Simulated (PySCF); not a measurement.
# AlH (SMILES [AlH]): r2SCAN/aug-cc-pVDZ

What is the vertical singlet–triplet gap of AlH at r2SCAN/aug-cc-pVDZ? Input form: a Python script.

The calculation is run with PySCF 2.14.0.

5 further runs of the same task are left out: 5 set aside as unsound or not needed.

## (1) Starting point

AlH has 2 atoms, charge 0, and is taken as a singlet. SMILES: `[AlH]`. The shape comes from GFN2-xTB, which is rough for such elements, and wasn't checked as a minimum.

Bond lengths: Al1–H2 1.613 Å.

## (2) The energy at r2SCAN/aug-cc-pVDZ

run.py

```python
# AlH
from pyscf import gto, dft

mol = gto.Mole()
mol.atom = '''
Al     0.000000     0.000000     0.000000
H      0.000000     0.000000     3.049016
'''
mol.max_memory = 1860
mol.basis = 'aug-cc-pvdz'
mol.charge = 0
mol.unit = 'bohr'
mol.verbose = 3
mol.build()

mf = dft.RKS(mol, xc='r2scan')
mf.grids.level = 5
mf.conv_tol = 1e-10
mf.kernel()
if not mf.converged:
    mf = mf.newton().run(mf.mo_coeff, mf.mo_occ)

energy = mf.e_tot
print(f'total energy: {energy:.8f} hartree')
```

Started as:

```bash
$ OMP_NUM_THREADS=1 python run.py
```

The log of the run:

```text
converged SCF energy = -242.934856112662
total energy: -242.93485611 hartree
```

It took 2.6 s on 1 thread of Arm Neoverse V1, shared host; peak memory 0.23 GiB.

## (3) The triplet, same level

run.py

```python
from pyscf import gto, dft

mol = gto.M(
    atom='''
Al     0.000000     0.000000     0.000000
H      0.000000     0.000000     3.049016
''',
    max_memory=1860,
    spin=2,
    unit='bohr',
    basis='aug-cc-pvdz',
    charge=0,
    verbose=3,
)

mf = dft.UKS(mol, xc='r2scan')
mf.conv_tol = 1e-10
mf.grids.level = 5
mf.kernel()
if not mf.converged:
    mf = mf.newton().run(mf.mo_coeff, mf.mo_occ)

etot = mf.e_tot
print(f'total energy: {etot:.8f} hartree')
```

Started as:

```bash
$ OMP_NUM_THREADS=1 python run.py
```

The log of the run:

```text
WARN: HOMO -0.089028470286046 >= LUMO -0.198094958407749

WARN: HOMO -0.14756804021519 >= LUMO -0.15704563933856

WARN: HOMO -0.135453252365871 >= LUMO -0.149832440673389

WARN: HOMO -0.133317227827195 >= LUMO -0.142015892176574

WARN: HOMO -0.134003960189677 >= LUMO -0.142317146242406

WARN: HOMO -0.133951175674234 >= LUMO -0.142186860234459

WARN: HOMO -0.13395027759658 >= LUMO -0.142189074175146

WARN: HOMO -0.133947403687047 >= LUMO -0.142194841086254

WARN: HOMO -0.133947465798087 >= LUMO -0.14219606140085

WARN: HOMO -0.133947396853316 >= LUMO -0.142196179485784

converged SCF energy = -242.881398749428  <S^2> = 2.0045575  2S+1 = 3.0030368
total energy: -242.88139875 hartree
```

Run time: 4.8 s. Hardware: 1 thread of Arm Neoverse V1, shared host; peak memory 0.24 GiB.

## (4) What came out

Level: r2SCAN/aug-cc-pVDZ.

| quantity | value |
| --- | --- |
| singlet: total energy | -242.93486 Eh |
| singlet: dipole moment | 0.18 D |
| singlet: HOMO energy | -5.04 eV |
| singlet: LUMO energy | -2.38 eV |
| singlet: HOMO–LUMO gap | 2.66 eV |
| triplet: total energy | -242.88140 Eh |
| triplet: dipole moment | 0.62 D |
| triplet: HOMO energy (highest over α and β) | -3.64 eV |
| triplet: ⟨S²⟩ | 2.005 |
| vertical energy of the triplet above the singlet | 1.455 eV |

**Reading.** At this shape the triplet lies 1.45 eV (34 kcal/mol) above the singlet.
